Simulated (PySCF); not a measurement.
Work out the structure from these simulated measurements.

Elements present: C, H, O and P. Monoisotopic mass: 104.0391 u.

- 1H NMR: chemical shifts (computed TMS as zero) by class: 3.39 (1 H), 2.38 (3 H), 1.99 (2 H), 1.14 (3 H) ppm [GIAO PBE0/pcSseg-1]
- UV, first state: lowest singlet excitation: 4.06 eV (306 nm, f = 0.007) [TDDFT B3LYP/def2-SVPD]
- 13C NMR: chemical shifts (computed TMS as zero) by class: 227.3 (1 C), 34.6 (1 C), 15.9 (1 C), 15.4 (1 C) ppm [GIAO PBE0/pcSseg-1]
- Rotational structure: rotational constants A, B, C: 5.672, 1.622, 1.403 GHz [GFN2-xTB]
- Dipole: 1.84 D [B3LYP/def2-SVPD]
- NMR, other nuclei: isotropic shieldings of nuclei other than C and H, by class: -389 (1 O), 369 (1 P) ppm [GIAO PBE0/pcSseg-1]

The electronic properties come from PySCF, for the isolated species, density fitting. Levels stand in brackets. Isolated species at its GFN2-xTB geometry (one conformer only). GFN2-xTB frequencies show an imaginary mode (36i cm⁻¹), so this geometry is no minimum at that level. Each NMR value is the plain mean over a class of atoms that symmetry, rotation or inversion makes alike.

Task: Which formula fits the mass and the elements?

Result: C4H9OP (calculated 104.0391). No other formula that holds each of these elements comes within 0.0003 u with a fitting electron parity and a possible valence count.

Task: Propose a structure and show how it fits.

Result: Numbering: `[CH3:1][CH2:2][PH:3][C:4]([CH3:5])=[O:6]`. 4 carbons fall into 4 classes; from least to most shielded: carbonyl carbon [C4] (227.3 ppm), methyl carbon next to a carbonyl [C5] (34.6 ppm), sp3 carbon bound to phosphorus [C2] (15.9 ppm), methyl carbon [C1] (15.4 ppm). Hydrogen classes from least to most shielded: 1 H on a phosphine phosphorus, P3 (3.39 ppm), 3 H on a methyl carbon next to a carbonyl, C5 (2.38 ppm), 2 H on an sp3 carbon bound to phosphorus, C2 (1.99 ppm, a mean of values up to 0.9 ppm apart in this geometry), 3 H on a methyl carbon, C1 (1.14 ppm, a mean of values up to 0.7 ppm apart in this geometry). The other shieldings belong to: -389 ppm, carbonyl oxygen [O6]; 369 ppm, phosphine phosphorus [P3]. S1 is mainly HOMO→LUMO (weight 0.87); the largest Löwdin shares of the orbital it empties are 0.37 on the carbonyl oxygen, 0.35 on the phosphine phosphorus, 0.11 on the carbonyl carbon and 0.06 on the methyl carbon next to a carbonyl, of the orbital it fills 0.38 on the carbonyl carbon, 0.31 on the carbonyl oxygen, 0.12 on the phosphine phosphorus and 0.07 on the methyl carbon next to a carbonyl. The optimised geometry has point group C1 and is an asymmetric top. Structure: `CCPC(C)=O`. Computed isomers that give other values at the same levels: `CC[C@@H]1C[P@H]1=O` (13C chemical shifts (computed TMS as zero) by class: 25.9 (1 C), 25.1 (1 C), 15.4 (1 C), 13.1 (1 C) ppm); `C=CC[P@H](C)=O` (13C chemical shifts (computed TMS as zero) by class: 137.8 (1 C), 126.4 (1 C), 44.2 (1 C), 15.3 (1 C) ppm); `C1CPCCO1` (13C chemical shifts (computed TMS as zero) by class: 75.9 (2 C), 22.8 (2 C) ppm). The assignments are read from this structure; whether some other isomer fits the data as well wasn't checked.

Shape of the structure used: `[CH3:1][CH2:2][PH:3][C:4]([CH3:5])=[O:6]`: C1–C2–P3–C4 128°, C2–P3–C4–C5 -164°.
